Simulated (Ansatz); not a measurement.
Si3⁻, relaxed as a doublet with UKS PBE-D4/def2-TZVPD in Ansatz, starting from the GFN2-xTB geometry. Force threshold 0.02 eV/Å.

The highest occupied level of the charge -1 doublet lies above zero (up to 0.21 eV). By energy differences its removal costs 2.25 eV (vertical, to the charge 0 triplet, at PBE-D4/def2-TZVPD); a positive level beside a positive removal energy at the same level points to self-interaction error. The relaxation made no stability test and no search for a lower SCF solution. The structure comes from a short search, and lower isomers may exist.

Start:

Cartesian coordinates in Å:
```
Si -0.355 0.760 0.981
Si -0.584 -1.137 -0.182
Si 0.940 0.378 -0.799
```

(1) Estimate the energy that the relaxation releases and the steps that it takes.

(2) Does the start keep its bonding and symmetry?

(3) Predict the relaxed structure.

Answers

(1) 3.4 kcal/mol, in 7 steps; 7.5 s on 4 threads of Arm Neoverse V2 on a shared host. The force fell under the threshold at step 6, but the optimiser went on. No frequencies were taken in this run, so the end may be a saddle point.

(2) By distances, no bond broke or formed. The bond that changes most is Si1–Si2, from 2.24 to 2.44 Å (atoms count from 1). Point group D3h at the start, C2v at the end, both within 0.05 Å.

(3) 
```
atom    x (Å)    y (Å)    z (Å)
 Si1  -0.3379   0.8477   1.0269
 Si2  -0.5875  -1.2186  -0.2391
 Si3   0.9254   0.3708  -0.7878
```
Bond lengths: 3 × Si–Si 2.26 to 2.44 Å.
